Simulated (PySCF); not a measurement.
Compound: C3H8S2.
Cartesian coordinates in Å at the PBE0-D3(BJ)/def2-TZVP level; atoms count from 1:
```
atom  x, y, z in Å
C1    -1.9115    0.3418   -0.8080
C2    -1.0798   -0.7768   -0.2231
S3    -0.3593   -0.3930    1.4001
S4     0.9365    1.1163    1.0071
C5     2.4456    0.2493    0.5305
H6    -1.3035    1.2380   -0.9453
H7    -2.3122    0.0520   -1.7834
H8    -2.7461    0.5932   -0.1514
H9    -0.2733   -1.0754   -0.8963
H10   -1.6850   -1.6678   -0.0285
H11    3.1992    1.0221    0.3613
H12    2.3042   -0.3147   -0.3912
H13    2.7766   -0.4108    1.3309
```

All values: wB97X-D/pcSseg-2 (PySCF, non-relativistic), on one gas-phase PBE0-D3(BJ)/def2-TZVP geometry that isn't relaxed in the solvent. The solvent is an IEF-PCM continuum (cavity from Bondi-type radii × 1.2). Only the electrostatic response of the medium enters.

Gas phase at wB97X-D/pcSseg-2: HOMO -8.56 eV, LUMO 1.64 eV, dipole 2.18 D.

Task: What does the continuum do to the energy, the frontier levels and the dipole at wB97X-D/pcSseg-2 in chloroform?

Result: 
```
   solvent      ε  E(solvent) − E(gas) (kcal/mol)  polarisation term (kcal/mol)  distortion of the solute (kcal/mol)  HOMO (eV)  LUMO (eV)  dipole (D)
chloroform  4.711                           -2.63                         -3.02                                 0.39      -8.60       1.62        2.79
```

Polarisation term: ½ Σ q·V over the induced surface charges. Distortion: the rise of the solute's own energy as its density leaves the gas-phase optimum.

Task: Which radius a makes the point-dipole formula ΔE = −[(ε − 1)/(2ε + 1)]·μ²/a³ give the value in chloroform, with the gas-phase dipole?

Result: μ = 0.857 au and |ΔE| = 0.00419 Eh give a = 2.10 Å; the farthest nucleus lies 3.38 Å from the centroid of the nuclei, so such a sphere wouldn't even hold the nuclei. The formula assumes a rigid point dipole at the centre of a sphere.

Task: Give the dipole vector in the frame of the coordinates (D, pointing from negative to positive charge), gas and chloroform.

Result: Gas (0.59, -0.97, -1.86), solvent (0.75, -1.26, -2.37). Its length changes by +28 % and its direction by less than 1°.

The pairwise dispersion term of wB97X-D wasn't added to the energies; at a given geometry it leaves orbitals and properties as they are.
